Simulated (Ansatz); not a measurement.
A calculation with Ansatz (development build ahead of 0.2.0).

```yaml
crystal:
  periodic: [false, false, false]
  atoms:
    - { symbol: C, position_ang: [0.0, 0.0, 0.0] }
    - { symbol: H, position_ang: [1.01574, 0.0, 0.0] }
    - { symbol: H, position_ang: [-0.50787, 0.87966, 0.0] }
    - { symbol: H, position_ang: [-0.50787, -0.87966, 0.0] }
basis:
  gaussian: { orbitals: def2-TZVP }
total_charge: 1
hamiltonian:
  xc: hf
correlation:
  method: mp2
  frozen_orbitals: { C: 1, H: 0 }
```

The input is written out in the form of the current development build from the run's settings.

Output:

```yaml
Converged: yes
Reference_energy: -39.23786 hartree
Correlation_energy: -0.12242 hartree
Total_energy: -39.36028 hartree
Spin_squared_of_the_determinant: 0.000
```
